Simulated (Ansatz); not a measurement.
Barrier CH4FO, charge -1 via CH4FO, on the benchmark's geometries as Psi4's copy gives them; open shells unrestricted, no zero-point energy, no spin–orbit coupling.
Transition structure (charge -1, multiplicity 1):
```xyz
7

F      0.02254    -0.00745     0.00553
C     -0.01842     0.00504     1.76493
H      1.04805     0.00524     1.85415
H     -0.54782     0.93471     1.79222
H     -0.54895    -0.92343     1.80576
O      0.00127     0.01920     3.75060
H     -0.92676     0.03161     3.99758
```

Run with Ansatz (an electronic-structure program) with Gaussian orbitals. Values without a source in brackets are computed.

The barrier height (kcal/mol) and the share of exact exchange:

| functional | exact exchange (%) | value |
|---|---|---|
| PBE/def2-TZVPPD | 0 | 42.75 |
| PBE0/def2-TZVPPD | 25 | 48.63 |
| BLYP/def2-TZVPPD | 0 | 39.79 |
| B3LYP/def2-TZVPPD | 20 | 45.03 |
| BHLYP/def2-TZVPPD | 50 | 50.22 |
| r2SCAN/def2-TZVPPD | 0 | 44.34 |

Question: Take the value as linear in the share of exact exchange along PBE and PBE0. Give the slope, say whether the sign turns, and set the other functionals against that line.

Answer: 
Slope: (48.63 − (42.75))/2.5 = 2.35 kcal/mol for each 10 %. The line keeps its sign from 0 to 100 %. At 50 % it gives 54.5 kcal/mol. The LYP pair gives (50.22 − (39.79))/5 = 2.09 for each 10 %. BHLYP, at 50 %, lies -4.3 from the PBE line. B3LYP, at 20 %, lies -2.4 from the PBE line. r2SCAN, with none, stands 1.6 from PBE.
